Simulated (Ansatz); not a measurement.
Relaxation of BH$_{3}$O (5 atoms, charge 0, multiplicity 1), to a largest force component of 0.02 eV/Å in at most 40 steps.

The calculation used RKS PBE0/STO-3G in Ansatz 0.2.0.

```xyz
5
Properties=species:S:1:pos:R:3:forces:R:3
B 0.000 0.000 0.000 1.23 -0.44 -0.69
H 0.000 0.000 1.190 -0.08 0.16 -0.18
O 1.221 0.000 -0.705 -1.32 -0.20 0.68
H 1.521 -0.952 -0.860 0.05 0.27 0.03
H -1.030 0.000 -0.595 0.12 0.21 0.16
```

Task: Where does it end, and by what steps?

Result: It converged. Limits of this set-up: minimal basis. After 10 steps the energy has fallen by 1.250 eV; H4 moved furthest, 0.54 Å.

```
step  energy less start (eV)  largest force component (eV/Å)  accepted
   0                  0.0000                           1.318       yes
   1                  0.0874                           2.299        no
   2                 -0.0549                           1.090       yes
   3                 -0.1841                           1.661       yes
   4                 -0.4739                           2.923       yes
   5                 -1.0518                           1.645       yes
   6                 -0.7404                           3.747        no
   7                 -1.2177                           0.578       yes
   8                 -1.2476                           0.118       yes
   9                 -1.2494                           0.045       yes
  10                 -1.2495                           0.016       yes
```

```xyz
5
Properties=species:S:1:pos:R:3
B -0.042 -0.069 -0.077
H 0.125 -0.169 1.082
O 0.929 -0.352 -0.967
H 1.767 -0.647 -0.482
H -1.066 0.286 -0.525
```

Run time: 4.8 s on 1 thread of Arm Neoverse V2, on a shared host, peak memory 0.085 GiB.
